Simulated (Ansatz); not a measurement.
The input, for Ansatz 0.2.0:

```yaml
crystal:
  periodic: [false, false, false]
  atoms:
    - {symbol: Ga, position_ang: [0.001405, 0.001532, 0.276612]}
    - {symbol: Be, position_ang: [0.000572, -0.014610, -2.006948]}
    - {symbol: H, position_ang: [0.048536, 1.364053, 1.097548]}
    - {symbol: H, position_ang: [-0.054241, -1.337468, 1.127350]}
    - {symbol: H, position_ang: [-0.096625, -0.001935, -3.414712]}
basis:
  gaussian: {orbitals: STO-3G, fitting: {mean_field: def2-universal-jkfit}}
magnetization: {spin_polarized: true, initial_magnetization: 0}
hamiltonian: {xc: hf}
scf: {lower_state_search: full}
output: {forces: true, orbitals: {seedname: orbitals}}
```

```sh
$ ansatz run in.yaml --threads 1 --pin off --events-out ev --progress --plain --max-ram 2393MiB
```

Problem. Roughly how long does this take on 1 thread of AMD EPYC, shared host, and how much host memory?

Solution. 24 s wall and 0.08 GiB.

```
371 factors; integrals over basis functions are off by at most 1.6e-2 eV
mean field evaluation 1: about -52163.2092 eV, gradient 9.1e0 eV
mean field evaluation 2: about -52164.2790 eV, gradient 2.6e0 eV
mean field evaluation 4: about -52164.3926 eV, gradient 2.0e-1 eV
mean field evaluation 8: about -52164.3973 eV, gradient 1.2e-1 eV
mean field evaluation 16: about -52165.0317 eV, gradient 3.3e0 eV
mean field evaluation 32: about -52168.1659 eV, gradient 2.6e0 eV
mean field evaluation 64: about -52168.2211 eV, gradient 5.3e-2 eV
mean field evaluation 96: about -52168.2166 eV, gradient 4.7e-1 eV
mean field evaluation 128: about -52168.2132 eV, gradient 2.0e-2 eV
mean field evaluation 160: about -52168.1657 eV, gradient 1.0e-1 eV
mean field evaluation 192: about -52167.9695 eV, gradient 3.8e0 eV
mean field evaluation 224: about -52168.2204 eV, gradient 3.8e-1 eV
mean field evaluation 256: about -52164.3854 eV, gradient 3.5e-1 eV
mean field -52168.22236024 eV, -1917.1468108478 hartree, gradient 1.6e-9 eV, S^2 1.013798; 4 other end points of the search recorded, 0 dependent functions left out
the calculation of the forces begins
reference -52168.22236024 eV, -1917.1468108478 hartree; 19, 19 occupied and 7, 7 virtual orbitals, 371 factors
Total energy: -52168.22236024 eV, -1917.1468108478 hartree
Atom 0 at     0.001405     0.001532     0.276612 Å, force     0.072808     0.050041     0.157120 eV/Å
Atom 1 at     0.000572    -0.014610    -2.006948 Å, force    -0.272303     0.049441    -1.102635 eV/Å
Atom 2 at     0.048536     1.364053     1.097548 Å, force    -0.061595    -1.372377    -0.629742 eV/Å
Atom 3 at    -0.054241    -1.337468     1.127350 Å, force     0.040162     1.307870    -0.634897 eV/Å
Atom 4 at    -0.096625    -0.001935    -3.414712 Å, force     0.220928    -0.034976     2.210154 eV/Å
Dipole moment:     0.022468    -0.006244     0.005325 e Å
```

Forces (eV/Å):
```
Ga   0.073  0.050  0.157
Be  -0.272  0.049 -1.103
H   -0.062 -1.372 -0.630
H    0.040  1.308 -0.635
H    0.221 -0.035  2.210
```
